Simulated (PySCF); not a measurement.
## C3H4: calculation against experiment

**The experiment to reproduce.**

From NIST CCCBDB Release 22 (SRD 101), experimental dipoles, for the gas: dipole moment (microwave Stark effect) 0.454 ± 0.01 D.

How close the calculation comes is told at the end.

Species: C₃H₄.
SMILES with atom numbers: `[CH:1]1=[CH:2][CH2:3]1` (hydrogens: H4 on C1; H5 on C2; H6, H7 on C3)

Cartesian coordinates in Å at the GFN2-xTB level; atoms count from 1:
```xyz
7
C3H4 angstrom
C     -0.5857    0.6609   -0.0763
C     -0.6197   -0.6307    0.0338
C      0.7491   -0.0171    0.0182
H     -1.0737    1.5989   -0.1717
H     -1.1560   -1.5445    0.0983
H      1.3205    0.0461    0.9385
H      1.3688   -0.1088   -0.8679
```

Runs made with PySCF (gas phase, on this GFN2-xTB geometry; no spin–orbit coupling):

| level | job | basis functions | wall time |
| --- | --- | --- | --- |
| PBE0/pcSseg-1 | shieldings, ring-centre shieldings, charges and field gradients | 71 | 2.4 s |
| B3LYP/pcJ-1 | spin–spin couplings from 7 perturbed nuclei | 121 | 5.4 s |

Hardware: an Arm Neoverse V2 with one thread, on a shared host.

Results beside the measurements:

**Dipole moment.** Measured: 0.454 D (NIST CCCBDB Release 22 (SRD 101), experimental dipoles).

```json
{"level": "PBE0/pcSseg-1", "computed (D)": "0.465", "computed − measured (D)": "+0.011", "% (from the printed values)": "+2"}
{"level": "B3LYP/pcJ-1", "computed (D)": "0.463", "computed − measured (D)": "+0.009", "% (from the printed values)": "+2"}
```

The computed dipoles belong to one fixed geometry; measured ones are averaged over vibrations unless marked μe. Magnitudes are compared, not signs.

The geometry is computed, not the measured one. Where a level misses, the cause wasn't examined.
